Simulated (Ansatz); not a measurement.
Cost against result

Saddle point of C2H8Si, closed shell (C₂H₈Si (C[SiH2]C) → CH₄Si ([CH3][SiH]) + CH₄; bonds formed: C2–H3; bonds broken: Si1–C2, Si1–H3), PBE0-D4/def2-TZVP structure:

```xyz
11
angstrom
Si -1.1546 0.2093 -0.2434
C 0.4237 -1.3803 -0.2096
H -0.6021 -0.8637 -1.1676
H -1.6955 -0.4149 0.9985
C 0.0609 1.5847 0.1942
H -0.0013 -2.3662 -0.0349
H 1.1420 -1.4025 -1.0290
H 0.9076 -0.9995 0.6881
H 0.7744 1.7176 -0.6230
H -0.4718 2.5312 0.3130
H 0.6166 1.3842 1.1138
```

Barriers are electronic and count from the start structure reached by relaxing down the imaginary mode.

Program: Ansatz 0.2.0. Basis: as named in each row. Cores are frozen in the correlated methods. B3LYP uses VWN-RPA correlation. Extrapolation: Hartree–Fock as exp(−7.88 √X), correlation as X^−2.97.

Times are rough, for one single point on 2 threads of a shared host (Arm Neoverse V2).

The estimate by CCSD(T) at an estimated basis limit (MP2 extrapolated from triple and quadruple zeta, plus CCSD(T) − MP2 in triple zeta) is 75.51 kcal/mol.

```
      method       basis  time (s)  barrier (kcal/mol)  method less estimate
          HF      STO-3G   under 1              130.14                 54.63
      PBE-D4      STO-3G   under 1               96.70                 21.20
       SPW92    def2-SVP   under 1               64.19                -11.31
    B3LYP-D4       6-31G   under 1               69.80                 -5.70
      PBE-D4    def2-SVP   under 1               66.22                 -9.29
     PBE0-D4    def2-SVP         1               72.81                 -2.70
       SPW92  def2-TZVPP         1               64.36                -11.14
      PBE-D4  def2-TZVPP         2               66.30                 -9.21
     BLYP-D4  def2-TZVPP         2               68.08                 -7.43
    BHLYP-D4  def2-TZVPP         2               81.27                  5.76
     CCSD(T)    def2-SVP         2               76.09                  0.58
     PBE0-D4  def2-TZVPP         2               72.83                 -2.68
    B3LYP-D4  def2-TZVPP         2               73.47                 -2.04
CAM-B3LYP-D4  def2-TZVPP         3               77.67                  2.17
   r2SCAN-D4  def2-TZVPP         4               71.55                 -3.96
  r2SCAN0-D4  def2-TZVPP         4               75.97                  0.46
     wB97M-V    def2-SVP         4               75.68                  0.18
  RPA on PBE  def2-TZVPP         4               73.57                 -1.93
      B2PLYP  def2-TZVPP         6               75.44                 -0.07
    PBE-QIDH  def2-TZVPP         6               77.74                  2.24
     wB97X-V  def2-TZVPP         8               79.01                  3.50
     wB97M-V  def2-TZVPP         9               75.95                  0.44
      B97M-V  def2-TZVPP        10               72.65                 -2.86
         MP2  def2-QZVPP        26               76.74                  1.23
     CCSD(T)  def2-TZVPP        64               75.49                 -0.02
```

All methods are single points on the PBE0-D4 structures.

The T1 diagnostic stays at or below 0.014. The restricted Hartree–Fock reference is unstable towards an unrestricted one at one or more of these structures.

Losses and insertions of silylenes and their heavier kin drive the gas-phase chemistry of silicon and germanium vapour deposition.

Labels in which every atom is bracketed show which atoms are joined, not bond orders.
